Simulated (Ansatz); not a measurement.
```yaml
crystal:
  periodic: [false, false, false]
  atoms:
    - {symbol: B, position_ang: [-1.889003, -0.190462, -0.002600]}
    - {symbol: P, position_ang: [-0.349993, 0.743500, 0.006328]}
    - {symbol: S, position_ang: [1.068247, -0.661138, -0.005253]}
    - {symbol: H, position_ang: [-2.967172, 0.227692, 0.000523]}
basis:
  gaussian: {orbitals: def2-TZVP}
magnetization: {spin_polarized: true, initial_magnetization: 3}
hamiltonian: {xc: pbe0}
relax: {f_tol: 0.004, max_steps: 80}
```

```sh
$ ansatz run in.yaml --threads 1 --pin off --events-out ev --progress --plain --max-ram 2176MiB
```

Steps of the relaxation (energy above the last step; positions in Å, forces in eV/Å):

```
4
step 1, 40.7 meV
B    -1.889   -0.190   -0.003    0.070   -0.652   -0.006
P    -0.350    0.744    0.006    1.132   -0.016    0.000
S     1.068   -0.661   -0.005   -0.379    0.405    0.003
H    -2.967    0.228    0.001   -0.824    0.262    0.002
```

```
4
step 2, 6.5 meV
B    -1.894   -0.192   -0.003   -0.151   -0.302   -0.003
P    -0.326    0.731    0.006    0.414    0.161    0.002
S     1.077   -0.651   -0.005   -0.047    0.053    0.000
H    -2.995    0.231    0.001   -0.216    0.088    0.001
```

```
4
step 3, 0.7 meV
B    -1.902   -0.197   -0.003   -0.021   -0.079   -0.001
P    -0.313    0.730    0.006    0.043    0.045    0.000
S     1.087   -0.649   -0.005   -0.024    0.004    0.000
H    -3.009    0.235    0.001    0.002    0.029    0.000
```

```
4
step 7, 0.0 meV
B    -1.901   -0.209   -0.003    0.000    0.000    0.000
P    -0.316    0.735    0.006    0.000    0.000    0.000
S     1.080   -0.648   -0.005    0.000    0.000    0.000
H    -3.002    0.241    0.001    0.000    0.000    0.000
```

Close pairs at the end: B1–H4 1.189 Å, B1–P2 1.845 Å, P2–S3 1.965 Å.

A stationary point of unrestricted PBE0 after 7 steps, with ⟨S²⟩ = 3.764 against 3.75 for a pure state; no frequencies were run, so it isn't proven a minimum. 30 s on 1 thread of Intel Xeon Platinum 8488C, shared host.
